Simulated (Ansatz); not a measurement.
A calculation with Ansatz (development build ahead of 0.2.0).

```yaml
crystal:
  periodic: [false, false, false]
  atoms:
    - { symbol: C, position_ang: [-0.0117, -0.15122, -0.62391] }
    - { symbol: C, position_ang: [0.01534, 0.16939, 0.61611] }
    - { symbol: H, position_ang: [0.08345, -0.46513, -1.69003] }
    - { symbol: H, position_ang: [-0.02539, 0.41544, 1.68221] }
basis:
  gaussian: { orbitals: def2-SVP }
total_charge: 1
magnetization:
  spin_polarized: true
  initial_magnetization: 1
hamiltonian:
  xc: hf
output:
  forces: true
```

The input is written out in the form of the current development build from the run's settings.

Output:

```yaml
Converged: yes
Total_energy: -76.39434 hartree
Spin_squared_of_the_determinant: 0.766
Stability_test: minimum
```

Forces (eV/Å):
```csv
atom,Fx,Fy,Fz
C1,0.499,0.677,3.083
C2,-0.307,-1.017,-3.706
H3,-0.247,0.389,1.084
H4,0.055,-0.049,-0.461
```
